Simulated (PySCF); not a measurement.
Energy landscape of CH₆Si, singlet: internal rotation, threefold axis kept, other coordinates relaxed. Scanned: torsion (0 = eclipsed). Other coordinates (C-Si length, H-C-Si angle, H-Si-C angle, C-H length, Si-H length) were minimised at B3LYP/def2-TZVP.

Computed with: RKS-LDA (SVWN5)/6-31G* = restricted LDA (SVWN5)/6-31G*, spherical d (PySCF); RKS-B3LYP/6-31G* = restricted B3LYP/6-31G*, spherical d in PySCF; RKS-B3LYP/LANL2DZ = PySCF with restricted B3LYP/LANL2DZ, with its core potentials past Ne; CCSD(T) on RHF/cc-pVTZ, 6 core orbitals frozen (PySCF).

Energies relative to the lowest point of each profile, in kJ/mol; the last columns give the difference from CCSD(T):

```json
[
 {"at / °": "0", "RKS-LDA (SVWN5)/6-31G*": "6.33", "RKS-B3LYP/6-31G*": "5.91", "RKS-B3LYP/LANL2DZ": "4.63", "CCSD(T)": "6.52", "RKS-LDA (SVWN5)/6-31G* − CCSD(T)": "-0.19", "RKS-B3LYP/6-31G* − CCSD(T)": "-0.61", "RKS-B3LYP/LANL2DZ − CCSD(T)": "-1.88"},
 {"at / °": "10", "RKS-LDA (SVWN5)/6-31G*": "5.91", "RKS-B3LYP/6-31G*": "5.50", "RKS-B3LYP/LANL2DZ": "4.32", "CCSD(T)": "6.08", "RKS-LDA (SVWN5)/6-31G* − CCSD(T)": "-0.17", "RKS-B3LYP/6-31G* − CCSD(T)": "-0.58", "RKS-B3LYP/LANL2DZ − CCSD(T)": "-1.77"},
 {"at / °": "20", "RKS-LDA (SVWN5)/6-31G*": "4.75", "RKS-B3LYP/6-31G*": "4.42", "RKS-B3LYP/LANL2DZ": "3.47", "CCSD(T)": "4.90", "RKS-LDA (SVWN5)/6-31G* − CCSD(T)": "-0.15", "RKS-B3LYP/6-31G* − CCSD(T)": "-0.48", "RKS-B3LYP/LANL2DZ − CCSD(T)": "-1.43"},
 {"at / °": "30", "RKS-LDA (SVWN5)/6-31G*": "3.19", "RKS-B3LYP/6-31G*": "2.97", "RKS-B3LYP/LANL2DZ": "2.34", "CCSD(T)": "3.29", "RKS-LDA (SVWN5)/6-31G* − CCSD(T)": "-0.10", "RKS-B3LYP/6-31G* − CCSD(T)": "-0.31", "RKS-B3LYP/LANL2DZ − CCSD(T)": "-0.94"},
 {"at / °": "40", "RKS-LDA (SVWN5)/6-31G*": "1.59", "RKS-B3LYP/6-31G*": "1.49", "RKS-B3LYP/LANL2DZ": "1.18", "CCSD(T)": "1.65", "RKS-LDA (SVWN5)/6-31G* − CCSD(T)": "-0.06", "RKS-B3LYP/6-31G* − CCSD(T)": "-0.16", "RKS-B3LYP/LANL2DZ − CCSD(T)": "-0.47"},
 {"at / °": "50", "RKS-LDA (SVWN5)/6-31G*": "0.44", "RKS-B3LYP/6-31G*": "0.42", "RKS-B3LYP/LANL2DZ": "0.35", "CCSD(T)": "0.45", "RKS-LDA (SVWN5)/6-31G* − CCSD(T)": "-0.01", "RKS-B3LYP/6-31G* − CCSD(T)": "-0.03", "RKS-B3LYP/LANL2DZ − CCSD(T)": "-0.10"},
 {"at / °": "60", "RKS-LDA (SVWN5)/6-31G*": "0.00", "RKS-B3LYP/6-31G*": "0.00", "RKS-B3LYP/LANL2DZ": "0.00", "CCSD(T)": "0.00", "RKS-LDA (SVWN5)/6-31G* − CCSD(T)": "0.00", "RKS-B3LYP/6-31G* − CCSD(T)": "0.00", "RKS-B3LYP/LANL2DZ − CCSD(T)": "0.00"}
]
```

RKS-LDA (SVWN5)/6-31G* is furthest from CCSD(T) at 0 (-0.19 kJ/mol, below); its mean absolute difference over the points is 0.10 kJ/mol.

RKS-B3LYP/6-31G* is furthest from CCSD(T) at 0 (-0.61 kJ/mol, below); its mean absolute difference over the points is 0.31 kJ/mol.

RKS-B3LYP/LANL2DZ is furthest from CCSD(T) at 0 (-1.88 kJ/mol, below); its mean absolute difference over the points is 0.94 kJ/mol.
